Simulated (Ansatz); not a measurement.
# CH₃O₃S radical: a ladder of functionals and wavefunction methods

One table from this session's results is given with a row withheld; the runs are named, their logs left out.

Program: Ansatz 0.2.0, Gaussian basis. Level of theory: functionals in def2-TZVPP, the program's frozen cores in correlated methods. These are calculated values, not measurements.

Levels to be run: LDA (SPW92), PBE-D4, revPBE-D4, BLYP-D4, r2SCAN-D4, B97M-V, PBE0-D4, B3LYP-D4, r2SCANh-D4, r2SCAN0-D4, HSE06-D4, BHLYP-D4, CAM-B3LYP-D4, LC-ωPBE, ωB97X-V, ωB97M-V, B2PLYP, PBE-QIDH; CCSD(T)/def2-SVP; CCSD(T)/def2-TZVPP; MP2/def2-QZVPP; extrapolation to the limit; RPA on PBE.

## The relaxed structure

The geometry comes from an earlier relaxation with PBE0-D4 in a triple-zeta def2 set; it is a stationary point, not always the lowest conformer.

SMILES `[CH2]S(=O)(=O)O`, 8 atoms, charge 0, spin multiplicity 2.

Atoms are counted from 1 here; the program's logs count them from 0.

Bond lengths: C1–S2 1.718 Å, C1–H6 1.080 Å, C1–H7 1.081 Å, S2–O3 1.423 Å, S2–O4 1.428 Å, S2–O5 1.593 Å, O5–H8 0.967 Å. Angles: S2–C1–H6 118.0°, S2–C1–H7 118.6°, H6–C1–H7 122.9°, C1–S2–O3 108.6°, C1–S2–O4 108.8°, C1–S2–O5 102.4°, O3–S2–O4 122.0°, O3–S2–O5 105.3°, O4–S2–O5 107.9°, S2–O5–H8 108.4°.

The first run:

in.yaml reads:

```yaml
crystal:
  periodic: [false, false, false]
  atoms:
    - {symbol: C, position_ang: [0.840597, 0.685670, 0.514354]}
    - {symbol: S, position_ang: [-0.138395, -0.192722, -0.591518]}
    - {symbol: O, position_ang: [-0.518179, 0.678217, -1.650415]}
    - {symbol: O, position_ang: [0.467428, -1.462448, -0.836037]}
    - {symbol: O, position_ang: [-1.469444, -0.438032, 0.248544]}
    - {symbol: H, position_ang: [1.871553, 0.384015, 0.628848]}
    - {symbol: H, position_ang: [0.442099, 1.590001, 0.952154]}
    - {symbol: H, position_ang: [-1.403460, -1.301702, 0.678269]}
basis:
  gaussian: {orbitals: def2-TZVPP}
magnetization: {spin_polarized: true, initial_magnetization: 1}
hamiltonian: {xc: lda}
output: {orbitals: {seedname: orbitals}}
```

Command:

```bash
$ ansatz run in.yaml --threads 4 --pin off --events-out ev --progress --plain --max-ram 10444MiB
```

Among the steps run: LDA; PBE-D4 (GGA); revPBE-D4 (GGA); BLYP-D4 (GGA); r2SCAN-D4 (meta-GGA); B97M-V (meta-GGA); PBE0-D4 (hybrid); B3LYP-D4 (hybrid); r2SCANh-D4 (hybrid); r2SCAN0-D4 (hybrid); HSE06-D4 (hybrid); BHLYP-D4 (hybrid); CAM-B3LYP-D4 (range-separated); LC-ωPBE (range-separated); ωB97X-V (range-separated); ωB97M-V (range-separated); B2PLYP (double hybrid); PBE-QIDH (double hybrid).

One table of the session follows, with a row left open; its other results are not shown here.

It belongs to the step «Orbital energies across the functionals». 

```
  functional  HOMO (eV)  LUMO (eV)  gap (eV)
 LDA (SPW92)      -6.51      -5.14      1.37
      PBE-D4      -6.47      -4.54      1.93
   revPBE-D4      -6.42      -4.37      2.05
     BLYP-D4      -6.30      -4.55      1.75
   r2SCAN-D4      -7.01      -3.98      3.03
      B97M-V      -6.83      -4.27      2.56
     PBE0-D4      -8.09      -3.41      4.68
    B3LYP-D4          ?          ?         ?
  r2SCANh-D4      -7.60      -3.59      4.01
  r2SCAN0-D4      -8.49      -3.01      5.48
    HSE06-D4      -7.68      -3.80      3.87
    BHLYP-D4      -9.52      -2.36      7.16
CAM-B3LYP-D4      -9.50      -2.44      7.06
     LC-ωPBE     -11.01      -0.90     10.11
     ωB97X-V     -10.41      -1.42      9.00
     ωB97M-V     -10.22      -1.51      8.71
```

**Question.** Estimate the row for B3LYP-D4.

Worked estimate for «HOMO (eV)». Against the share of exact exchange, BLYP-D4 (0, -6.30), BHLYP-D4 (0.5, -9.52) give a slope of -6.44 per unit share; at 0.2 the line stands at -7.59.

**Answer.** HOMO (eV): -7.75; LUMO (eV): -3.87; gap (eV): 3.88. In «HOMO (eV)» the line misses by +0.16.
